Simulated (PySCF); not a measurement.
Bond stretch in ClF, singlet. Each curve is given relative to its own lowest point near equilibrium.

```tsv
R / Å	A	B	C	D
1.31	3.819	3.748	3.673	3.857
1.37	2.366	2.302	2.253	2.428
1.47	0.902	0.853	0.829	0.979
1.53	0.420	0.382	0.367	0.493
1.58	0.177	0.148	0.140	0.240
1.62	0.062	0.042	0.038	0.112
1.65	0.012	0.000	0.000	0.052
1.73	0.000	0.010	0.022	0.000
1.79	0.092	0.101	0.126	0.035
1.90	0.364	0.379	0.439	0.191
2.03	0.771	0.790	0.915	0.433
2.19	1.267	1.298	1.538	0.717
2.45	1.711	1.963	2.464	1.037
2.66	1.817	2.324	3.070	1.176
2.90	—	2.581	3.601	1.255
3.25	—	2.771	4.115	1.292
3.53	—	2.842	4.369	1.296
4.01	—	2.897	4.618	1.299
4.41	—	2.916	4.723	1.301
4.84	—	2.924	4.781	1.302
5.62	—	2.930	4.824	1.303
6.49	—	2.934	4.846	1.303
```

Energies in eV.

Q: Which curve belongs to which method? The methods are CASSCF(14,8)/cc-pVDZ run with PySCF; CCSD on RHF/cc-pVDZ, 6 core orbitals frozen run with PySCF; restricted TPSSh/cc-pVDZ (PySCF); PySCF 2.14.0 with CCSD(T) on UHF/cc-pVDZ, 6 core orbitals frozen.

A: A is UCCSD(T); B is RCCSD; C is RKS-TPSSh; D is CASSCF(14,8).

Dashes: no converged value, or the column stops at the first point that the program doubted or that broke a chosen test of continuity, which isn't proof of a fault.

The unrestricted determinant behind UCCSD(T) is spin-contaminated at 1.79 to 6.49 Å (<S²> up to 1.0, against 0.00 for a pure singlet). The restricted form behind RKS-TPSSh keeps the bonding electrons paired and can't separate into open-shell fragments.
